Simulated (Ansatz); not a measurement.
System: H₂O, singlet: symmetric bend, bond length relaxed. Scanned: H-O-H angle. Other coordinates (O-H bond length) were minimised at PBE0/def2-TZVP.

The free coordinates were minimised at PBE0/def2-TZVP in PySCF; the energy column is Ansatz (a first-principles code) with full CI/cc-pVDZ, frozen core, in mEh.

| a / ° | O-H bond length / Å | E |
|---|---|---|
| 180 | 0.934 | 58.3 |
| 170.75 | 0.935 | 56.2 |
| 159.47 | 0.937 | 48.5 |
| 148.42 | 0.941 | 37.2 |
| 138.06 | 0.945 | 25.2 |
| 128 | 0.949 | 14.3 |
| 119.05 | 0.953 | 6.4 |
| 111.31 | 0.956 | 1.8 |
| 98.11 | 0.963 | 0.0 |
| 89.13 | 0.970 | 4.1 |
| 79.46 | 0.978 | 14.0 |
| 71.14 | 0.988 | 27.6 |
| 60 | 1.007 | 54.0 |
